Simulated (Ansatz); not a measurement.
Z-matrix (Å, degrees):
```
C
N 1 1.445
H 1 1.103 2 114.0
H 1 1.092 2 109.9 3 121.7
H 1 1.094 2 109.5 3 -120.3
C 2 1.448 1 113.6 3 55.2
H 2 1.013 1 109.7 3 -67.3
C 6 1.521 2 110.5 1 174.6
H 6 1.106 2 112.8 1 -62.0
H 6 1.097 2 107.8 1 55.3
N 8 1.451 6 115.2 2 -60.6
H 8 1.094 6 109.4 2 176.2
H 8 1.098 6 108.7 2 61.0
H 11 1.015 8 108.4 6 46.2
H 11 1.013 8 109.9 6 -69.4
```

Charge 0, multiplicity 1.

Problem. List the PBE0/def2-TZVPP orbital energies in eV (Ansatz). (Estimate.)

Solution. Ansatz gave: Occupied: -391.05, -390.48, -278.60, -278.57, -278.56, -25.60, -24.35, -20.30, -18.29, -16.86, -13.86, -13.72, -12.65, -12.35, -11.79, -10.90, -10.51, -10.04, -9.62, -6.76, -6.54. Lowest empty: 1.10, 1.68, 1.94, 2.22, 3.05, 3.18, 3.38, 3.73.
